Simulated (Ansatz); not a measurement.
# PF (triplet): the correlation ladder at distance F1–P2 = 1.257 Å, 6-31G

How much of the correlation energy of PF (triplet) does each wave-function method recover here?

The runs use Ansatz 0.2.0, Gaussian basis; 6-31G, core rule «outside noble gas», up to 6 orbitals frozen.

Plan: UHF; CCSD(T) on ROHF; CCSD(T) on UHF; BCCD(T) on ROHF; CISD as a restricted active space (open shells left free, so some higher excitations enter); CCSDT(Q) on ROHF; CCSDT(Q) on UHF; CISDTQ; CCSDTQ on ROHF; CCSDTQ on UHF; CASSCF and MRCISD+Q, 4 electrons in 4 orbitals; CASSCF and NEVPT2, 4 electrons in 4 orbitals; CASSCF and MRCISD+Q, 12 electrons in 8 orbitals; CASSCF and MRCISD+Q(relaxed), 12 electrons in 8 orbitals; CASSCF and NEVPT2, 12 electrons in 8 orbitals; Full CI.

21 further runs of the same task are left out: 3 for a known fault of the program, 14 that didn't finish, 4 set aside as unsound or not needed. Runs told in other sessions of the task aren't counted.

### Step 1. What is computed

The geometry derives from a PBE0/def2-TZVP stationary point (not a proven minimum). One bond is set to the value named and the two fragments are kept rigid.

2 atoms, charge 0, spin multiplicity 3.

Atoms are counted from 1 here; the program's logs count them from 0.

Bond lengths: F1–P2 1.257 Å.

### Step 2. UHF

in.yaml reads:

```yaml
crystal:
  periodic: [false, false, false]
  atoms:
    - {symbol: F, position_ang: [0.000000, 0.000000, 0.000000]}
    - {symbol: P, position_ang: [0.000000, 0.000000, 1.257000]}
basis:
  gaussian: {orbitals: 6-31G}
magnetization: {spin_polarized: true, initial_magnetization: 2}
hamiltonian: {xc: hf}
output: {orbitals: {seedname: orbitals}}
```

Command:

```console
> ansatz run in.yaml --threads 1 --pin off --events-out ev --progress --plain --max-ram 2393MiB
```

The runs that follow: CCSD(T) on ROHF; CCSD(T) on UHF; BCCD(T) on ROHF; CISD as a restricted active space (open shells left free, so some higher excitations enter); CCSDT(Q) on ROHF; CCSDT(Q) on UHF; CISDTQ; CCSDTQ on ROHF; CCSDTQ on UHF; CASSCF and MRCISD+Q, 4 electrons in 4 orbitals; CASSCF and NEVPT2, 4 electrons in 4 orbitals; CASSCF and MRCISD+Q, 12 electrons in 8 orbitals; CASSCF and MRCISD+Q(relaxed), 12 electrons in 8 orbitals; CASSCF and NEVPT2, 12 electrons in 8 orbitals; Full CI.

**Question.** What will the summary of the whole plan be? Wanted: FCI from the RHF energy; RMP2 from FCI; UMP2 from FCI; RCCSD from FCI; RCCSD(T) from FCI; UCCSD(T) from FCI; RCCSDT(Q) from FCI; UCCSDT(Q) from FCI; MRCISD+Q pair from FCI.

As calculated:

```
                         quantity                                                                                                                   value
          FCI from the ROHF energy                                                                                                              -4.0747 eV
                    RMP2 from FCI                                                                                                              +196.0 meV
                    UMP2 from FCI                                                                                                              +189.3 meV
                   RCCSD from FCI                                                                                                               +55.3 meV
                RCCSD(T) from FCI                                                                                                               +10.9 meV
                UCCSD(T) from FCI                                                                                                               +10.9 meV
               RCCSDT(Q) from FCI                                                                                                                +0.1 meV
               UCCSDT(Q) from FCI                                                                                                                -0.4 meV
           MRCISD+Q pair from FCI                                                                                                               +47.2 meV
          NEVPT2 valence from FCI                                                                                                              +520.5 meV
        MRCISD+Q valence from FCI                                                                                                               +68.2 meV
levels within 1 kcal/mol (43 meV)  RCCSD(T), UCCSD(T), BCCD(T), RCCSDT, UCCSDT, CISDTQ, RCCSDT(Q), UCCSDT(Q), RCCSDTQ, UCCSDTQ, MRCISD+Q(relaxed) valence
                    T1 diagnostic                                                                                                                   0.016
   effectively unpaired electrons                                                                                                                    2.01
```

In words: RCCSD(T) misses by +10.9 meV, 0.3 % of the correlation energy. One determinant dominates. Of the multireference levels listed MRCISD+Q(relaxed) valence comes nearest in total energy (+27.1 meV), which doesn't show that its space is the better one. These misses are within one basis, not against nature; the frozen cores of restricted and unrestricted runs differ, which can shift their rows.

Levels on UHF freeze UHF's core orbitals, full CI those of ROHF, so the U rows can settle a little off it for that reason alone.

With open shells the CI space here admits some higher excitations, so it is larger than plain CISD.
